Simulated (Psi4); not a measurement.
# PH3F+ (SMILES F[PH3+]): a chain of runs

We compute a structure relaxation (TPSS-D4/def2-SVP), then vibrational wavenumbers, then the energy (CCSD(T)/def2-TZVP) of PH3F+. 

The results are computed with Psi4 1.11.

## 1. The molecule

The species is PH3F+ (5 atoms), meant as a singlet with charge +1. As SMILES, `F[PH3+]`. The coordinates come from a GFN2-xTB relaxation. The run starts from this shape.

Bond lengths: F1–P2 1.558 Å, P2–H3 1.382 Å, P2–H4 1.383 Å, P2–H5 1.383 Å. Angles: F1–P2–H3 102.8°, F1–P2–H4 102.8°, F1–P2–H5 102.8°, H3–P2–H4 115.3°, H3–P2–H5 115.3°, H4–P2–H5 115.3°.

## 2. A structure relaxation at TPSS-D4/def2-SVP (density fitting) (run 1)

The input, input.dat:

```
memory 1.6 GB

molecule molecule1 {
  1 1
  F
  P 1 1.557887
  H 2 1.382425 1 102.75437
  H 2 1.382765 3 115.25021 1 110.9232
  H 2 1.382696 3 115.2783 1 -110.94743
}

set basis def2-SVP
set reference rks
set geom_maxiter 60

energy_value, wavefunction = opt("tpss-d4", return_wfn=True)
```

Started as:

```sh
$ psi4 input.dat output.dat -n 1
```

output.dat:

```text
[...]
  Running in c1 symmetry.
[...]
  Nuclear repulsion =   69.970911669465224
[...]
  Multiplicity = 1
[...]
  Nalpha       = 13
  Nbeta        = 13
[...]
    Number of basis functions: 47
[...]
   @DF-RKS iter   1:  -442.51463586228010    2.46558e-01   5.73846e-03 ADIIS/DIIS
[...]
   @DF-RKS iter   7:  -442.54298801765560   -1.13687e-13   1.53498e-09 DIIS
[...]
  @DF-RKS Final Energy:  -442.54298801765560
   => Energetics <=
    Nuclear Repulsion Energy =             69.3306913698927190
    One-Electron Energy =                -742.1440898636404881
    Two-Electron Energy =                 264.8584531049012298
    DFT Exchange-Correlation Energy =     -34.5863604732246088
    Empirical Dispersion Energy =          -0.0016821555844851
    VV10 Nonlocal Energy =                  0.0000000000000000
    Total Energy =                       -442.5429880176556026
[...]
 Multipole Moments:
 ------------------------------------------------------------------------------------
     Multipole            Electronic (a.u.)      Nuclear  (a.u.)        Total (a.u.)
 ------------------------------------------------------------------------------------
 L = 1.  Multiply by 2.5417464519 to convert [e a0] to [Debye]
 Dipole X            :          0.0000241           -0.0000176            0.0000065
 Dipole Y            :          0.0000411           -0.0000184            0.0000228
 Dipole Z            :         -1.6476933            3.2335579            1.5858646
 Magnitude           :                                                    1.5858646
[...]
  -Total Gradient:
     Atom            X                  Y                   Z
    ------   -----------------  -----------------  -----------------
       1       -0.000007118010    -0.000002120166    -0.000141373358
       2        0.000003971404     0.000000158464     0.000113546678
       3        0.000002260306     0.000037087698     0.000031235747
       4        0.000019950423    -0.000012826476     0.000010852228
       5       -0.000022017200    -0.000016100832     0.000019989342
[...]
    Final optimized geometry and variables:
    Molecular point group: c1
    Full point group: C1
    Geometry (in Angstrom), charge = 1, multiplicity = 1:
    F
    P             1    1.559913
    H             2    1.407527      1  108.490426
    H             2    1.407526      3  110.436851      1  118.778330
    H             2    1.407526      3  110.429426      1 -118.785069
    Psi4 run time: 0:00:40.04
[...]
```

The script printed:

```text
Optimizer: Optimization complete!
```

Wall time 42 s (1 thread of Intel Xeon Platinum 8488C (Sapphire Rapids), shared host); peak memory 0.59 GiB.

Step by step:

```csv
step,energy from the first frame kept (eV),largest force (eV/Å)
0,0.0000,1.5792
1,-0.1160,0.9096
2,-0.1462,0.3021
3,-0.1479,0.0952
4,-0.1480,0.0073
```

After the run. Bond lengths: F1–P2 1.560 Å, P2–H3 1.408 Å, P2–H4 1.408 Å, P2–H5 1.408 Å. Angles: F1–P2–H3 108.5°, F1–P2–H4 108.5°, F1–P2–H5 108.5°, H3–P2–H4 110.4°, H3–P2–H5 110.4°, H4–P2–H5 110.4°.

## 3. The harmonic vibrations at TPSS-D4/def2-SVP (density fitting) (run 2)

The input, job.in:

```
memory 1600 MB

molecule mol {
  1 1
  F     -1.374416     0.252028     0.343336
  P      0.115599    -0.021107    -0.028928
  H      0.169804    -0.448550    -1.368885
  H      0.613173    -1.021842     0.826688
  H      0.843040     1.172553     0.135800
  symmetry c1
}

set t 298.15
set rotational_symmetry_number 3

frequency('tpss-d4/def2-SVP')
print_variables()
```

Started as:

```sh
$ psi4 job.in job.out -n 1
```

job.out:

```text
[...]
  Running in c1 symmetry.
[...]
  Nuclear repulsion =   69.330703620976720
[...]
  Multiplicity = 1
[...]
  Nalpha       = 13
  Nbeta        = 13
[...]
    Number of basis functions: 47
[...]
   @DF-RKS iter   1:  -442.52306743305405    2.11532e-01   5.36211e-03 DIIS/ADIIS
[...]
   @DF-RKS iter   9:  -442.54298637559316    2.84217e-13   1.86685e-09 DIIS
[...]
    Orbital Energies [Eh]
    ---------------------
    Doubly Occupied:
       1A    -76.982288     2A    -24.708872     3A     -6.762578
       4A     -4.949202     5A     -4.942727     6A     -4.942724
       7A     -1.402762     8A     -0.913552     9A     -0.730504
      10A     -0.715206    11A     -0.715178    12A     -0.621637
      13A     -0.621620
[...]
  @DF-RKS Final Energy:  -442.54298637559316
   => Energetics <=
    Nuclear Repulsion Energy =             69.3264295046042065
    One-Electron Energy =                -742.1361700577235752
    Two-Electron Energy =                 264.8545380602657247
    DFT Exchange-Correlation Energy =     -34.5861017393589734
    Empirical Dispersion Energy =          -0.0016821433805712
    VV10 Nonlocal Energy =                  0.0000000000000000
    Total Energy =                       -442.5429863755931592
[...]
  -Total Gradient:
     Atom            X                  Y                   Z
    ------   -----------------  -----------------  -----------------
       1       -0.000131679918    -0.000015413179     0.000045967568
       2        0.000000091021     0.000370239051    -0.000279513423
       3        0.000024836313     0.000091292649    -0.000002259850
       4        0.000151726825    -0.000334700635     0.000331650032
       5       -0.000015924201    -0.000131205359    -0.000097281448
[...]
  ==> Harmonic Vibrational Analysis <==
[...]
  Freq [cm^-1]                 796.7234            825.2256            972.8151
[...]
  IR activ [km/mol]            15.8559             16.3946             79.2388
[...]
  Freq [cm^-1]                1074.3361           1080.5584           1106.8742
[...]
  IR activ [km/mol]             7.5021              6.9052             36.8699
[...]
  Freq [cm^-1]                2496.5310           2550.6214           2551.5138
[...]
  IR activ [km/mol]             1.8934             18.5801             18.7331
[...]
  Total E_0, Enthalpy at 0 [K]                                                         -442.51233483 [Eh]
[...]
  Total H, Enthalpy at  298.15 [K]                                                     -442.50828745 [Eh]
[...]
  Total G, Gibbs energy at  298.15 [K]                                                 -442.53520119 [Eh]
[...]
```

It took 2.6 min on 1 thread of Intel Xeon Platinum 8488C (Sapphire Rapids), shared host; peak memory 0.57 GiB.

## 4. The energy at CCSD(T)/def2-TZVP (run 3)

The input, job.inp:

```
memory 1600 mb

molecule molecule1 {
  1 1
  F     -1.374416     0.252028     0.343336
  P      0.115599    -0.021107    -0.028928
  H      0.169804    -0.448550    -1.368885
  H      0.613173    -1.021842     0.826688
  H      0.843040     1.172553     0.135800
}

set globals {
  basis           def2-TZVP
  scf_type        pk
  num_frozen_docc 6
}

result, w = energy("ccsd(t)", return_wfn=True)
```

Started as:

```sh
$ psi4 -n 1 job.inp job.out
```

job.out:

```text
[...]
  Running in c1 symmetry.
[...]
  Nuclear repulsion =   69.330703620976720
[...]
  Multiplicity = 1
[...]
  Nalpha       = 13
  Nbeta        = 13
[...]
    Number of basis functions: 86
[...]
   @RHF iter   1:  -441.64455623652981    4.48363e-02   4.10275e-03 DIIS/ADIIS
[...]
   @RHF iter  10:  -441.71912705012295   -1.31308e-11   9.77449e-09 DIIS
[...]
    Orbital Energies [Eh]
    ---------------------
    Doubly Occupied:
       1A    -80.344158     2A    -26.588535     3A     -7.877996
       4A     -5.774367     5A     -5.773526     6A     -5.773526
       7A     -1.893621     8A     -1.183972     9A     -0.975376
      10A     -0.973148    11A     -0.973143    12A     -0.833865
      13A     -0.833860
[...]
  @RHF Final Energy:  -441.71912705012295
   => Energetics <=
    Nuclear Repulsion Energy =             69.3307036209767205
    One-Electron Energy =                -742.5014776423367948
    Two-Electron Energy =                 231.4516469712371816
    Total Energy =                       -441.7191270501228928
[...]
 Multipole Moments:
 ------------------------------------------------------------------------------------
     Multipole            Electronic (a.u.)      Nuclear  (a.u.)        Total (a.u.)
 ------------------------------------------------------------------------------------
 L = 1.  Multiply by 2.5417464519 to convert [e a0] to [Debye]
 Dipole X            :         -1.4889081            3.0886598            1.5997517
 Dipole Y            :          0.2729705           -0.5662049           -0.2932344
 Dipole Z            :          0.3720011           -0.7716807           -0.3996796
 Magnitude           :                                                    1.6747943
[...]
      * MP2 total energy                      = -442.109783099810613
[...]
      * CCSD total energy                     = -442.132738857785171
[...]
      * CCSD(T) total energy                  = -442.144590420525958
[...]
```

It took 22 s on 1 thread of Intel Xeon Platinum 8488C (Sapphire Rapids), shared host; peak memory 0.66 GiB.

## 5. What came out

```
                                                                          quantity             value
                                  run 1, TPSS-D4/def2-SVP: total energy at the end     -442.54299 Eh
                                              run 1, TPSS-D4/def2-SVP: HOMO energy         -16.92 eV
                                              run 1, TPSS-D4/def2-SVP: LUMO energy          -8.44 eV
                                            run 1, TPSS-D4/def2-SVP: HOMO–LUMO gap           8.47 eV
                                        run 1, TPSS-D4/def2-SVP: dispersion energy      -4.42 kJ/mol
                               run 2, TPSS-D4/def2-SVP: lowest harmonic wavenumber          797 cm⁻¹
                              run 2, TPSS-D4/def2-SVP: highest harmonic wavenumber         2552 cm⁻¹
                                        run 2, TPSS-D4/def2-SVP: zero-point energy       80.5 kJ/mol
run 2, TPSS-D4/def2-SVP: ideal-gas entropy at 298.15 K (symmetry number 3 as used)  56.6 cal/(mol K)
                                            run 3, CCSD(T)/def2-TZVP: total energy     -442.14459 Eh
                     run 3, CCSD(T)/def2-TZVP: HOMO energy (Hartree–Fock orbitals)         -22.69 eV
                     run 3, CCSD(T)/def2-TZVP: LUMO energy (Hartree–Fock orbitals)          -3.97 eV
                   run 3, CCSD(T)/def2-TZVP: HOMO–LUMO gap (Hartree–Fock orbitals)          18.72 eV
             run 3, CCSD(T)/def2-TZVP: correlation energy (6 core orbitals frozen)        -425.5 mEh
                                          run 3, CCSD(T)/def2-TZVP: (T) correction        -11.85 mEh
                                           run 3, CCSD(T)/def2-TZVP: T1 diagnostic             0.012
```

What this shows: The optimisation (run 1, TPSS-D4/def2-SVP) took 5 steps and changed the energy by -0.148 eV. All 9 modes (run 2, TPSS-D4/def2-SVP) are real, so the shape is a minimum at this level. The triples (run 3, CCSD(T)/def2-TZVP) make up 2.8 % of the correlation energy.
